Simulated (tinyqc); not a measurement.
Extended Hueckel theory, for N2+, step by step. The parameters take no account of the charge, which enters only through the electron count. One step of it, computed by the program tinyqc.

Question. Wolfsberg-Helmholz matrix. H_ij = K' S_ij (H_ii + H_jj)/2 for i != j (the diagonal keeps H_ii), with K' = 2.

overlap S:
```
            1N 2s    1N 2px    1N 2py     1N 2pz     2N 2s    2N 2px    2N 2py     2N 2pz
1N 2s    1.000000  0.000000  0.000000   0.000000  0.358606  0.000000  0.000000  -0.379090
1N 2px   0.000000  1.000000  0.000000   0.000000  0.000000  0.205872  0.000000   0.000000
1N 2py   0.000000  0.000000  1.000000   0.000000  0.000000  0.000000  0.205872   0.000000
1N 2pz   0.000000  0.000000  0.000000   1.000000  0.379090  0.000000  0.000000  -0.331551
2N 2s    0.358606  0.000000  0.000000   0.379090  1.000000  0.000000  0.000000   0.000000
2N 2px   0.000000  0.205872  0.000000   0.000000  0.000000  1.000000  0.000000   0.000000
2N 2py   0.000000  0.000000  0.205872   0.000000  0.000000  0.000000  1.000000   0.000000
2N 2pz  -0.379090  0.000000  0.000000  -0.331551  0.000000  0.000000  0.000000   1.000000
```

diagonal H_ii (eV): 1N 2s -26.000000, 1N 2px -13.400000, 1N 2py -13.400000, 1N 2pz -13.400000, 2N 2s -26.000000, 2N 2px -13.400000, 2N 2py -13.400000, 2N 2pz -13.400000

K = 2.000000

Give: H.

Answer.

H (eV):
```
           1N 2s    1N 2px    1N 2py    1N 2pz     2N 2s    2N 2px    2N 2py    2N 2pz
1N 2s   -26.0000    0.0000    0.0000    0.0000  -18.6475    0.0000    0.0000   14.9362
1N 2px    0.0000  -13.4000    0.0000    0.0000    0.0000   -5.5174    0.0000    0.0000
1N 2py    0.0000    0.0000  -13.4000    0.0000    0.0000    0.0000   -5.5174    0.0000
1N 2pz    0.0000    0.0000    0.0000  -13.4000  -14.9362    0.0000    0.0000    8.8856
2N 2s   -18.6475    0.0000    0.0000  -14.9362  -26.0000    0.0000    0.0000    0.0000
2N 2px    0.0000   -5.5174    0.0000    0.0000    0.0000  -13.4000    0.0000    0.0000
2N 2py    0.0000    0.0000   -5.5174    0.0000    0.0000    0.0000  -13.4000    0.0000
2N 2pz   14.9362    0.0000    0.0000    8.8856    0.0000    0.0000    0.0000  -13.4000
```
